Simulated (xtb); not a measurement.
xtb input (GFN2-xTB):

```bash
xtb mol.xyz --gfn 2 --ohess tight --chrg 1 --uhf 0
```
mol.xyz:
```
7

C     -0.01077267     0.03631635    -0.90244268
C     -0.03181380     0.00716142     0.59858464
F     -0.02093917     1.29093503    -1.39955967
F      1.09171347    -0.62306099    -1.34957825
F     -1.05462776    -0.64713896    -1.34743238
N      0.00843027     0.01136924     1.74759825
H      0.02493015     0.00209639     2.70187474
```

End of the output:

```
   ------------------------------------------------------------------------

         :::::::::::::::::::::::::::::::::::::::::::::::::::::
         ::                  THERMODYNAMIC                  ::
         :::::::::::::::::::::::::::::::::::::::::::::::::::::
         :: total free energy         -21.317212313618 Eh   ::
         ::.................................................::
         :: total energy              -21.318941163759 Eh   ::
         :: zero point energy           0.030659598728 Eh   ::
         :: G(RRHO) w/o ZPVE           -0.028930748587 Eh   ::
         :: G(RRHO) contrib.            0.001728850141 Eh   ::
         :::::::::::::::::::::::::::::::::::::::::::::::::::::

optimized geometry written to: xtbopt.xyz

           -------------------------------------------------
          | TOTAL ENERGY              -21.318941163759 Eh   |
Note: The following floating-point exceptions are signalling: IEEE_DENORMAL
normal termination of xtb
          | TOTAL ENTHALPY            -21.281353249110 Eh   |
          | TOTAL FREE ENERGY         -21.317212313618 Eh   |
          | GRADIENT NORM               0.000304683437 Eh/α |
          | HOMO-LUMO GAP               4.436265523448 eV   |
           -------------------------------------------------

------------------------------------------------------------------------
------------------------------------------------------------------------
 total:
 SCF:
 ANC optimizer:
 analytical hessian:
```

It need not be the lowest isomer of its formula.
